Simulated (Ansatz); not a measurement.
Input for Ansatz (development build ahead of 0.2.0):

```yaml
crystal:
  periodic: [false, false, false]
  atoms:
    - { symbol: Si, position_ang: [0.01197, 0.00729, -0.02146] }
    - { symbol: H, position_ang: [-0.19161, 1.26346, 0.618] }
    - { symbol: H, position_ang: [0.39948, 0.27759, -1.36481] }
basis:
  gaussian: { orbitals: def2-SVP }
total_charge: 1
magnetization:
  spin_polarized: true
  initial_magnetization: 1
hamiltonian:
  xc: hf
output:
  forces: true
```

The input is written out in the form of the current development build from the run's settings.

Results

- Converged: yes
- Total energy: -289.62855 hartree
- Spin squared of the determinant: 0.754
- Stability test: minimum

Forces (eV/Å):
| atom | Fx | Fy | Fz |
| --- | --- | --- | --- |
| Si1 | -0.038 | -0.307 | 0.145 |
| H2 | -0.322 | 0.721 | 1.071 |
| H3 | 0.360 | -0.414 | -1.216 |
